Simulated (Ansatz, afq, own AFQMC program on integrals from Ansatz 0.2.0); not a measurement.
## Where AFQMC and coupled cluster stand for C3H7, doublet

```csv
atom,x (Å),y (Å),z (Å)
C,-0.8894,0.3328,-1.1703
C,0.3808,-0.0352,-0.4945
C,1.1200,0.9422,0.3443
H,-1.4251,-0.5475,-1.5562
H,-1.5701,0.8758,-0.4909
H,-0.7215,1.0085,-2.0355
H,0.8930,-0.9517,-0.8054
H,0.4445,1.4840,1.0300
H,1.9042,0.4620,0.9487
H,1.6212,1.7223,-0.2670
```

Basis def2-TZVP. Only valence electrons are correlated. Ansatz 0.2.0 and our own AFQMC program on the same integrals; the CISD trial comes from CCSD amplitudes, and released means the phaseless constraint is let go. Free AFQMC starts from the CCSD state and is never constrained. Its projection time is finite, and what remains of the start isn't in its error. Error bars are statistical, one sigma.

Determinant: UHF, the one that the program's search chose, which needn't be the lowest solution. The geometry is a PBE0/def2-SVP stationary point of this or a neighbouring charge and spin state.

No full CI on the walks' own integrals is used here. The released AFQMC energy serves as the reference, which it does only where one determinant dominates, the energy is flat over the last release times and near the phaseless one (40 meV or 2 meV an electron, half that with transition metals). On small molecules, where full CI could be run and the noise was under 10 meV, such values lay within 10 meV of it in 19 cases of 20, a flattering rate, since the rule was set on those same cases; what remains of the bias isn't in the error bar.

Cautions: the ph-AFQMC/HF walk drifts between its halves (2.6 errors); the released value is read at 0.99 1/Eh, later times being too noisy (meV from the phaseless value at times in 1/Eh: -6 ± 6 at 0.24, -6 ± 8 at 0.51, -13 ± 6 at 0.99, -28 ± 17 at 1.50).

The T1 diagnostic is 0.0114, the weight of the determinant in the CISD state is 0.834 and the ⟨S²⟩ of the determinant is 0.765. The size of the correlated space is 19 electrons in 132 orbitals.

Reference: AFQMC with the constraint released, correlation energy -15.004 ± 0.006 eV.

| level | E − E(reference) (mEh) | share of correlation (%) |
| --- | --- | --- |
| HF | 551.39 ± 0.22 | 0.00 |
| MP2 | 66.34 ± 0.22 | 87.97 |
| CCSD | 20.45 ± 0.22 | 96.29 |
| CCSD(T) | 1.87 ± 0.22 | 99.66 |
| ph-AFQMC/HF | -2.99 ± 1.27 | 100.54 |
| ph-AFQMC/CISD | 0.48 ± 0.34 | 99.91 |
| free AFQMC | 0.00 ± 0.83 | 100.00 |

Free projections are given only where their last times agree within the noise and don't stop above the reference; a slow remainder of the start can still hide under it. Released energies are given only where the last usable release times agree within the noise; a slower fall can still hide under it.
